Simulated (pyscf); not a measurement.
HO–P(OH)–SiH₃ (SMILES OP(O)[SiH3]) -> HO–PH–OH (SMILES OPO) + SiH₂ (SMILES [SiH2]) [singlet], a 1,1-elimination (singlet surface; P–Si, H–Si broken, H–P formed). Optimised with ωB97X-D3(BJ)/def2-SVP in PySCF. MP2 and CC: frozen core, UHF for open shells. ΔMP2 is the change of the MP2 total energy from the triple- to the quadruple-zeta basis. Energies in eV from the reactant's lowest minimum found.

Small-basis levels: PySCF, no dispersion term, spherical d functions. AM1 to PM7: differences of heats of formation from MOPAC, which are fitted to 298 K values and so differ in kind from electronic energies by zero-point and thermal terms. GFN2-xTB: tblite. Cost: rough CPU time at the saddle relative to B3LYP/6-31G*, from one job on a shared machine.

| level | barrier | reaction energy | cost |
|---|---|---|---|
| HF/STO-3G | 4.42 | +3.24 | 0.04 |
| HF/3-21G | 3.20 | +1.87 | 0.07 |
| HF/6-31G* | 2.99 | +2.13 | 0.10 |
| B3LYP/3-21G | 2.59 | +2.29 | 0.7 |
| B3LYP/LANL2DZ | 2.78 | +2.39 | 0.6 |
| B3LYP/6-311+G** | 2.22 | +2.24 | 2 |
| PBE/def2-SVP | 1.83 | +2.52 | 2 |
| B3LYP/def2-SVP | 2.12 | +2.30 | 1 |
| GFN2-xTB | 2.74 | +2.34 | under 0.02 |
| AM1 | 2.15 | +2.16 | under 0.02 |
| PM6 | 3.82 | +7.15 | under 0.02 |
| PM7 | 4.26 | +2.90 | under 0.02 |
| CCSD(T)/def2-TZVPP + ΔMP2(QZVPP) | 2.15 | +2.35 | – |

Against the last row the barrier runs from -0.32 (PBE/def2-SVP) to +2.27 eV (HF/STO-3G); AM1 happens to lie closest here (0.00 eV apart). CCSD(T)/def2-TZVPP + ΔMP2(QZVPP) has limits of its own. On the product side the descent ends in an adduct with a P–Si, H–Si contact, 0.45 eV under the separated species and 0.05 eV under the saddle at ωB97X-D3(BJ)/def2-TZVP. At CCSD(T) the saddle lies under the separated products, which points to a path from their complex (located at ωB97X-D3(BJ) alone), and parting the products costs more than the saddle. What is counted as broken (P–Si, H–Si) persists as a longer contact in the product adduct; parting that adduct is a step of its own. At ωB97X-D3(BJ)/def2-TZVP the barrier from the zero used here is 2.29 eV. HO–P(OH)–SiH₃ lies 1.77 eV over its isomer HO–SiH₂–O–PH₂ (electronic energy, ωB97M-D3(BJ)/def2-TZVP). This is the saddle that the search found; another between the same sides may lie lower. The CCSD(T) − MP2 part came from Ansatz, without density fitting, on the same reference.
